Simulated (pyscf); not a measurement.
PySCF, gas phase, ωB97X-D3(BJ)/def2-SVP geometries.

**Question.** For the elementary gas-phase step `[OH][SiH2][OH]` → `[O]=[SiH][OH]` + `[H][H]` (singlet surface; H–O, H–Si broken, H–H formed), what barrier and reaction energy does r²SCAN/def2-TZVP give, measured from the reactant's lowest minimum found?

**Answer.** ΔE‡ = 237.7 kJ/mol, ΔE = +174.0 kJ/mol. ωB97M-D3(BJ)/def2-TZVP gives 256.3 kJ/mol and +180.0 kJ/mol. Zero-point energy shifts the barrier by -12.7 kJ/mol. It is an elimination, with an imaginary mode of 1388i cm⁻¹. On the reactant side the descent ends in a point that may be a rotor saddle (no frequency run), 5.1 kJ/mol over the lowest minimum found and 256.6 kJ/mol under the saddle at ωB97X-D3(BJ)/def2-TZVP. At the saddle there is also a short H–Si contact that neither side keeps. O=SiH–OH lies 41.2 kJ/mol over its isomer HO–Si:–OH [singlet] (electronic energy, ωB97M-D3(BJ)/def2-TZVP). This is the saddle that the search found; another between the same sides may lie lower.
